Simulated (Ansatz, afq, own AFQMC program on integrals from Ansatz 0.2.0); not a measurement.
Two steps: Ansatz 0.2.0 writes the Fock matrix and Cholesky factors of the valence space, and afq projects on them the lowest state that overlaps trial and start.

```yaml
crystal:
  periodic: [false, false, false]
  atoms:
    - {symbol: Al, position_ang: [-2.607902, 0.000000, 0.000000]}
    - {symbol: H, position_ang: [-3.400826, 1.373384, 0.000000]}
    - {symbol: H, position_ang: [-3.400826, -1.373384, 0.000000]}
    - {symbol: H, position_ang: [-0.687902, 0.000000, 0.000000]}
    - {symbol: Br, position_ang: [0.975098, 0.000000, 0.000000]}
basis:
  gaussian: {orbitals: cc-pVTZ}
magnetization: {spin_polarized: true, initial_magnetization: 1}
correlation: {method: ccsd_t, electrons: outside_noble_gas, hamiltonian_folder: ham}
```

```sh
$ ansatz run in.yaml --threads 1 --pin off --events-out ev --progress --plain --max-ram 16896MiB --backend cuda --devices 0, --max-vram 18GiB
```

afq runs on the folder ham with

```
--method phaseless --trial cisd --walkers 900 --populations 20 --least-time 60 --time-step 0.005 --steps-per-block 50 --equilibration-blocks 28 --max-blocks 4000 --target-error 0.00021 --factor-cut 1e-05 --start spin_pure --seed 5027 --release-times 0.24,0.51,0.99,1.62,2.4 --release-step 0.03 --release-every 3 --taylor-order 6
```

Times are imaginary, in 1/Eh. The walk had a cap of 231 s. With eight or more populations the least sampling time is a fifth of least-time, and the error comes from their spread. Filled inner d shells are frozen with the cores.

Log:

```
orbitals 100  electrons 7 6  factors 657 of 725
reference energy -2816.07423570 Eh
CCSD correlation -0.28883867 Eh in 11 cycles, weight of the determinant in the CISD state 0.8629
energy of the start -2816.361616 Eh
 block  time / (1/Eh)  mean weight  energy / Eh
     1     0.250  0.9994  -2816.357441
     2     0.500  1.0004  -2816.360477
     3     0.750  0.9995  -2816.363995
     4     1.000  1.0002  -2816.366907
     5     1.250  1.0001  -2816.368997
     8     2.000  0.9997  -2816.372418
    11     2.750  1.0008  -2816.372730
    17     4.250  0.9997  -2816.373693
    21     5.250  0.9998  -2816.376991
    23     5.750  1.0010  -2816.373822
    29     7.250  0.9995  -2816.373961
    35     8.750  1.0000  -2816.372575
    41    10.250  0.9998  -2816.372288
    47    11.750  0.9999  -2816.375740
    53    13.250  0.9999  -2816.372395
    59    14.750  1.0000  -2816.371416
    65    16.250  1.0006  -2816.372620
    71    17.750  1.0007  -2816.373025
    77    19.250  1.0006  -2816.373625
    83    20.750  0.9996  -2816.375874
    89    22.250  0.9997  -2816.374028
    95    23.750  1.0000  -2816.374334
    97    24.250  0.9996  -2816.374056
error from the spread of 20 populations
released: time / (1/Eh)  energy / Eh  error  mean overlap
  0.24  -2816.373724  0.000182  0.9989
  0.51  -2816.373733  0.000185  0.9974
  0.99  -2816.373921  0.000249  0.9836
  1.62  -2816.373742  0.000292  0.9815
  2.40  -2816.374244  0.000320  0.9669
energy -2816.373606 +/- 0.000204 Eh
(rows thinned)
```

The run passed its tests (sampling time, drift between the halves within three errors, error under three times the target), which doesn't prove that it has relaxed. The second half of the sampling lies below the first by 1.7 errors of their difference, so the energy may still be moving and its error bar be too small.

Against this walk (error 5.6 meV) on the same determinant: CCSD(T) 34.2 meV higher. The error is statistical and leaves out the bias of the constraint. Released to 2.40 1/Eh the energy moves by -17 ± 10 meV (both errors), within twice the noise.

Cautions: constraint bias not in the error; no relativity below Rb; no spin-orbit coupling; inner d shell frozen.

The walk took 56 s on 1 × NVIDIA H100 80GB HBM3 with 2 threads of AMD EPYC 7R13 Processor (Zen 3), on a shared host (the card was shared). The log's last line is the phaseless energy.

A walk keeps the symmetry of its determinant, which the program's search chose and which needn't be the lowest solution, so a lower state of the same spin and another symmetry isn't excluded.
